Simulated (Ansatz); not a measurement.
# Lattice constant a of some cubic elemental metals

Method: PBE-D4 (Ansatz, a program for electronic structure, plane waves, PAW). References are measured values corrected to a static lattice. The table is a random draw of 10 from 25 solids with such references.

Values in Å.

| solid | reference | PBE-D4 | error (%) |
|---|---|---|---|
| bcc Li | 3.449¶ | 3.422 | -0.78 |
| bcc Nb | 3.294 | 3.291 | -0.09 |
| fcc Au | 4.062 | 4.107 | +1.11 |
| bcc K | 5.212¶ | 5.212 | 0.00 |
| bcc Ta | 3.299 | 3.304 | +0.15 |
| bcc W | 3.16 | 3.161 | +0.03 |
| antiferromagnetic bcc Cr | 2.877 | 2.838 | -1.36 |
| bcc Rb | 5.576¶ | 5.585 | +0.16 |
| bcc Cs | 6.039¶ | 6.068 | +0.48 |
| fcc Pb | 4.902¶ | 4.959 | +1.16 |

Over these 10 solids the mean error is +0.09 %, the mean absolute error 0.53 % (median 0.32 %), and the worst case antiferromagnetic bcc Cr at -1.36 %; the value is above the reference in 6 of 10 cases. Over all 25, from unrounded values, the mean error is -0.24 % and the mean absolute error 0.65 % (median 0.65 %). Caveats on values not shown: a distance lies near a switch of the dispersion term, which can move the cell (3).

All these references are brought to a static lattice.

Spin–orbit coupling is left out, also for the solids with elements from indium on (fcc Au, bcc Ta, bcc W, bcc Cs, fcc Pb); its size isn't shown.

¶ marks references of a special kind: bcc Li, 3.449 Å (measured, low-temperature or extrapolated to 0 K; zero-point anharmonic expansion removed, our sources range from 3.443 to 3.453; as tabulated in Csonka et al. (2009), arXiv:0903.4037); bcc K, 5.212 Å (measured, low-temperature or extrapolated to 0 K; zero-point anharmonic expansion removed; as tabulated in Csonka et al. (2009), arXiv:0903.4037); bcc Rb, 5.576 Å (measured, low-temperature or extrapolated to 0 K; zero-point anharmonic expansion removed; as tabulated in Csonka et al. (2009), arXiv:0903.4037); bcc Cs, 6.039 Å (measured, low-temperature or extrapolated to 0 K; zero-point anharmonic expansion removed; as tabulated in Csonka et al. (2009), arXiv:0903.4037); fcc Pb, 4.902 Å (measured, low-temperature or extrapolated to 0 K; zero-point anharmonic expansion removed, our sources range from 4.902 to 4.912; as tabulated in Csonka et al. (2009), arXiv:0903.4037).

Differences are worked out from the printed values.

Caveats: a distance lies near a switch of the dispersion term, which can move the cell (bcc K, bcc Rb); the commensurate order stands in for chromium's spin-density wave, and the size of the moments varies much between levels (antiferromagnetic bcc Cr). Ansatz's density-functional and Hartree–Fock values are scalar-relativistic unless marked +SOC, with PAW data made under PBE.

Ansatz's runs of these crystals have no spin polarisation, but for antiferromagnetic bcc Cr.

Density-functional runs with spin start from opposed moments for antiferromagnetic bcc Cr.

Not in this set, of the elemental metals with a reference value in our tables and a result at some level: 19 for a reference at room or unstated temperature. These can be a level's best or worst cases. Solids without a released value at any level aren't counted. Layered and molecular crystals are counted apart. The metals Ce to Yb are counted apart.

References as tabulated in Csonka et al. (2009), arXiv:0903.4037; Mejia-Rodriguez and Trickey (2018), arXiv:1807.09216; Levämäki et al. (2014), arXiv:1402.3671.
